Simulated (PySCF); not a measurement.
Gas-phase reaction: 2 SiF4 + 3 Cl2 ⇌ 2 SiCl3F + 3 F2, at 1200 K and a standard pressure of 1 bar. Level: PBE0/def2-SVP†.

Method: PySCF energies plus ideal-gas RRHO corrections (1 bar). † marks an energy on the PBE0/def2-TZVP geometry and frequencies. All species are closed-shell singlets. The harmonic model lacks anharmonicity and excited electronic states, which grow with temperature; levels with a mode under 35 cm⁻¹ are left out.

```tsv
species	E (Ha)	H(1200 K) − E (kJ/mol)	S°(1200 K) (J/mol/K)
SiF4	-688.20090	134.9	412.1
Cl2	-919.76145	45.3	272.8
SiCl3F	-1768.87861	132.3	469.5
F2	-199.15565	46.3	248.8
```
E: electronic energy; H − E holds the zero-point and thermal terms. 1 Ha = 2625.5 kJ/mol.

Task: Work out ΔH°, ΔS°, ΔG° and log10 K from these numbers.

Result: 1. ΔE = 2×(-1768.87861) + 3×(-199.15565) − 2×(-688.20090) − 3×(-919.76145) = 0.46198 Ha = 1212.9 kJ.
2. Δ(H − E) = 2×(132.3) + 3×(46.3) − 2×(134.9) − 3×(45.3) = -2.2 kJ, so ΔH° = 1210.7 kJ.
3. ΔS° = 2×(469.5) + 3×(248.8) − 2×(412.1) − 3×(272.8) = 42.8 J/K; the number of gas molecules stays the same.
4. ΔG° = ΔH° − TΔS° = 1210.7 − 1200×(42.8)/1000 = 1159.3 kJ.
5. log10 K = −ΔG°/(RT ln 10) = -50.47, with RT ln 10 = 22.97 kJ/mol; at standard pressures the reactants are favoured.
6. A shift of 10 kJ in ΔE would move log10 K by 0.44 here.
For scale, ΔH°(298 K) is 1206 kJ at this level, 1383 kJ at ωB97M-V/def2-TZVP†, and runs from 1165 to 1568 kJ over the 20 levels computed.
